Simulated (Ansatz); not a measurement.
**SiNHF (quartet): wave-function methods side by side, cc-pVDZ**

The task here is to estimate one member of a computed series from the others.

Program: Ansatz 0.2.0, Gaussian basis. Level of theory: cc-pVDZ, core rule «outside noble gas», up to 7 orbitals frozen. These are calculated values, not measurements.

To be run: UHF; CCSD(T) on ROHF; CCSD(T) on UHF; BCCD(T) on ROHF; CISD; CCSDT(Q) on ROHF; CCSDT(Q) on UHF.

7 further runs of the same task are left out: 2 for a known fault of the program, 5 set aside as unsound or not needed.

**The system**

The geometry is a PBE0/def2-TZVP stationary point (not a proven minimum).

4 atoms, charge 0, spin multiplicity 4.

Atoms are counted from 1 here; the program's logs count them from 0.

Bond lengths: F1–Si3 1.600 Å, N2–Si3 1.831 Å, Si3–H4 1.500 Å. Angles: F1–Si3–N2 105.3°, F1–Si3–H4 106.8°, N2–Si3–H4 106.4°.

Set-up of the first run:

The input, in.yaml:

```yaml
crystal:
  periodic: [false, false, false]
  atoms:
    - {symbol: F, position_ang: [0.072839, -0.480480, 1.191357]}
    - {symbol: N, position_ang: [0.078200, -0.504380, -1.538768]}
    - {symbol: Si, position_ang: [-0.125489, 0.523752, -0.037976]}
    - {symbol: H, position_ang: [1.037026, 1.471534, -0.014144]}
basis:
  gaussian: {orbitals: cc-pVDZ}
magnetization: {spin_polarized: true, initial_magnetization: 3}
hamiltonian: {xc: hf}
output: {orbitals: {seedname: orbitals}}
```

Command:

```
> ansatz run in.yaml --threads 1 --pin off --events-out ev --progress --plain --max-ram 2560MiB --backend cpu
```

Among the steps run: UHF; CCSD(T) on ROHF; CCSD(T) on UHF; BCCD(T) on ROHF; CISD; CCSDT(Q) on ROHF; CCSDT(Q) on UHF.

One table of the session follows, with a row left open; its other results are not shown here.

It belongs to the step «Misses and costs». 

| method | from UCCSDT(Q) (meV) |
| --- | --- |
| ROHF | +10933.8 |
| UHF | +10730.6 |
| RMP2 | +1091.1 |
| UMP2 | ? |
| CISD | +1189.0 |
| RCCSD | +254.3 |
| UCCSD | +249.3 |
| RCCSD(T) | +51.4 |
| UCCSD(T) | +49.8 |
| BCCD(T) | +47.4 |
| RCCSDT | +22.6 |
| UCCSDT | +21.0 |
| RCCSDT(Q) | +3.9 |
| UCCSDT(Q) | 0 |

**Question.** Estimate the row for UMP2.

**Answer.** from UCCSDT(Q) (meV): +1087.5. In the column «from UCCSDT(Q) (meV)» it lies between RCCSD (+254.3) and RMP2 (+1091.1).

To keep in mind: Restricted and unrestricted rows rest on different reference determinants; where their highest levels disagree by more than a few hundredths of an eV, they describe different states and don't form one ladder.
